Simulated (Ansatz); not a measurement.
Density of states of Fe (P6_3/mmc, a = 2.541 Å, b = 2.541 Å, c = 4.384 Å, α = 90.00°, β = 90.00°, γ = 120.00°), in states per eV and primitive cell, averaged over bins of 0.4 eV. Theory: Ansatz 0.2.0, DFT r2SCAN, scalar-relativistic, plane waves, PAW.

Cutoff 500 eV; k points 18×18×10 on the computed 2-atom cell (Γ-centred); Gaussian smearing, width 0.10 eV; collinear spin from starting moments 3.21 3.21 μB.

The cell is relaxed at this level. The states (both spins) are summed by tetrahedra on a 27×27×15 mesh at the self-consistent density. Energies are bin centres; the table starts no lower than −8 eV and ends at 6 eV, or lower where the solved bands end.

It is a metal at this level.

```csv
E − E_F (eV),total,Fe 3d down,Fe 3d up,Fe 4s up,Fe 4s down
-7.85,0.17,0.00,0.00,0.08,0.08
-7.45,0.21,0.00,0.00,0.09,0.10
-7.05,0.24,0.00,0.01,0.11,0.11
-6.65,0.29,0.01,0.02,0.13,0.12
-6.25,0.37,0.01,0.05,0.16,0.14
-5.85,0.62,0.02,0.22,0.22,0.15
-5.45,1.52,0.03,1.04,0.27,0.16
-5.05,2.10,0.04,1.67,0.19,0.17
-4.65,2.02,0.07,1.63,0.10,0.19
-4.25,2.52,0.12,2.10,0.05,0.20
-3.85,2.21,0.20,1.71,0.04,0.21
-3.45,3.69,0.36,2.96,0.08,0.22
-3.05,3.77,0.50,2.91,0.10,0.18
-2.65,3.13,0.61,2.26,0.07,0.11
-2.25,3.31,1.02,2.07,0.04,0.05
-1.85,4.60,1.44,2.80,0.05,0.06
-1.45,4.15,1.40,2.43,0.07,0.04
-1.05,0.97,0.64,0.19,0.08,0.01
-0.65,1.48,1.13,0.15,0.10,0.02
-0.25,2.15,1.70,0.12,0.12,0.05
0.15,1.96,1.50,0.10,0.12,0.05
0.55,1.33,0.95,0.08,0.13,0.02
0.95,1.59,1.28,0.07,0.12,0.01
1.35,1.88,1.59,0.05,0.11,0.01
1.75,1.87,1.60,0.04,0.10,0.01
2.15,2.09,1.82,0.03,0.09,0.02
2.55,2.98,2.70,0.03,0.08,0.03
2.95,2.29,1.99,0.03,0.08,0.06
3.35,0.82,0.47,0.02,0.07,0.08
3.75,0.66,0.31,0.02,0.06,0.09
4.15,0.57,0.22,0.01,0.05,0.08
4.55,0.49,0.17,0.01,0.04,0.08
4.95,0.50,0.13,0.01,0.07,0.07
5.35,0.42,0.10,0.01,0.06,0.06
5.75,0.36,0.07,0.01,0.05,0.05
```

The columns after the total are the Löwdin projections on the occupied valence shells of the potentials. The rest of the total lies in shells that are empty in the free atom, which aren't projected, and between the atoms.

The state reached may not be the lowest one.

Only this magnetic start was tried.

This form isn't the element's structure at ambient conditions.

Cost: 1 run of about 2.4 core-minutes, on Intel Xeon Processor @ 2.50GHz (Skylake/Cascade Lake) (shared hosts).